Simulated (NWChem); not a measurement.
**Total energies of Si$_{2}$**

```xyz
2

Si     0.0000     0.0000     1.0766
Si     0.0000     0.0000    -1.0766
```
Charge 0, spin multiplicity 3.

All runs are NWChem calculations. Structure: optimised with UPBE0/def2-SVP, a minimum by its harmonic frequencies.

Basis set: 6-31G* (36 functions).

```
method   total energy (Ha)
-------  -----------------
UHF             -577.69945
UMP2            -577.83851
UB2PLYP         -578.56027
UPBE            -578.52266
UB3LYP          -578.84762
UBP86           -578.86849
```

Total energies of different functionals aren't comparable as a measure of quality: only differences taken within one method are. 

The correlated methods keep 10 core orbitals frozen. B3LYP has NWChem's definition, with VWN1-RPA local correlation. The Pople sets run with spherical d functions. This spin state was chosen for the runs; another may lie lower. The structure started from a generated list of species. The unpaired electrons of the parent sit in orbitals of symmetry ag and b3u (D2h labels of the run); other states weren't searched. The stability of the SCF solutions was not checked. Open-shell Hartree-Fock references start from PBE0 orbitals.
